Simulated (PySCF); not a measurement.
Work out the structure from these simulated measurements.

Formula: C4H4N2.

| Item | Value |
| --- | --- |
| Triplet | lowest triplet excitation (Tamm–Dancoff): 2.98 eV [TDA CAM-B3LYP/aug-cc-pVTZ] |
| Polarisability | 58.0 au [CAM-B3LYP/aug-cc-pVTZ] |
| 13C NMR | chemical shifts (computed TMS as zero) by class: 158.4 (2 C), 129.6 (2 C) ppm [GIAO B97-2/pcSseg-2] |
| Rotational structure | rotational constants A, B, C: 6.341, 6.052, 3.097 GHz [PBE0-D3(BJ)/def2-TZVP] |
| Dipole | 4.31 D [CAM-B3LYP/aug-cc-pVTZ] |
| 1H NMR | chemical shifts (computed TMS as zero) by class: 9.54 (2 H), 7.33 (2 H) ppm [GIAO B97-2/pcSseg-2] |
| UV, strongest line | among the 10 lowest singlet transitions: S10 at 7.37 eV (168 nm, f = 0.443) [TDDFT CAM-B3LYP/aug-cc-pVTZ] |
| NMR, other nuclei | isotropic shieldings of nuclei other than C and H, by class: -207 (2 N) ppm [GIAO B97-2/pcSseg-2] |
| Couplings | largest of the computed one-bond spin–spin couplings (means over like bonds): 13C–1H +188.7 (×2), 13C–1H +171.6 (×2), 13C–13C +55.3, 13C–13C +53.9 (×2), 15N–15N -27.3, 15N–13C +10.3 (×2) Hz [B3LYP/pcJ-2] |

Gas-phase values; electronic properties from PySCF, density fitting. Levels stand in brackets. Geometry: PBE0-D3(BJ)/def2-TZVP; no solvent, vibrations or thermal averaging. Each NMR value is the plain mean over a class of atoms that symmetry, rotation or inversion makes alike.

Q: Propose a structure and show how it fits.

A: Numbering: `[cH:1]1[cH:2][cH:3][n:4][n:5][cH:6]1`. Its formula, C4H4N2, gives 4 degrees of unsaturation: 1 ring and 3 π bonds in the structure found (Kekulé form). 4 carbons fall into 2 classes; from least to most shielded: aromatic CH next to a ring nitrogen [C3/C6] (158.4 ppm, 2 C), aromatic CH carbon [C1/C2] (129.6 ppm, 2 C). Hydrogen classes from least to most shielded: 2 H on 2 like atoms (aromatic CH next to a ring nitrogen), C3/C6 (9.54 ppm), 2 H on 2 aromatic CH carbons, C1/C2 (7.33 ppm). The other shieldings belong to: -207 ppm, pyridine-type nitrogen [N4/N5]. The couplings run between: +188.7 Hz, aromatic CH next to a ring nitrogen [C3] and its hydrogen (with 1 like pair); +171.6 Hz, aromatic CH carbon [C1] and its hydrogen (with 1 like pair); +55.3 Hz, aromatic CH carbon [C1] and aromatic CH carbon [C2]; +53.9 Hz, aromatic CH carbon [C1] and aromatic CH next to a ring nitrogen [C6] (with 1 like pair); -27.3 Hz, pyridine-type nitrogen [N4] and pyridine-type nitrogen [N5]; +10.3 Hz, pyridine-type nitrogen [N4] and aromatic CH next to a ring nitrogen [C3] (with 1 like pair). The optimised geometry has point group C2v and is an asymmetric top. Structure: pyridazine, `c1ccnnc1`. Computed isomers that give other values at the same levels: `c1cncnc1` (13C chemical shifts (computed TMS as zero) by class: 168.8 (1 C), 164.8 (2 C), 126.8 (1 C) ppm); `N#CCCC#N` (13C chemical shifts (computed TMS as zero) by class: 122.2 (2 C), 17.5 (2 C) ppm); `c1cnccn1` (13C chemical shifts (computed TMS as zero) by class: 153.0 (4 C) ppm). The assignments are read from this structure; whether some other isomer fits the data as well wasn't checked.
